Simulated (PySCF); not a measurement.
Vibration and rotation of AlF

RHF-CCSD(T) constants of AlF, ¹Σ⁺ (singlet), closed shell (Al 3-21G, F 3-21G; no relativity (PySCF 2.14); masses 26.9815 and 18.9984 u):

| Property | Result |
| --- | --- |
| ωe | 843.5 cm⁻¹ |
| ωexe | 3.93 cm⁻¹ |
| Be | 0.53517 cm⁻¹ |
| αe | 0.00394 cm⁻¹ |
| D (centrifugal) | 8.62e-07 cm⁻¹ |
| De to Al + F | 5.71 eV |

Problem. Estimate the standard entropy (1 bar) and heat capacity of the ideal gas at 1000 K, rigid rotor with B0 and harmonic oscillator at the fundamental.

Solution. Translation (Sackur–Tetrode, M = 45.98 u): 181.8 J/(mol K). Rotation: q = kT/(σB0) = 1300 with σ = 1, 68.0. Vibration: x = hcν0/kT = 1.20, 7.27. S° = 257.0 J/(mol K); Cp = 7R/2 + 7.38 = 36.5 J/(mol K).

Correlated steps freeze 6 core orbitals. Where the molecule has an RHF reference, its open-shell atoms are computed with UHF. The CCSD T1 diagnostic is raised, a sign that a single reference may not be enough here. 3-21G is very small, so such numbers show the basis as much as the molecule.
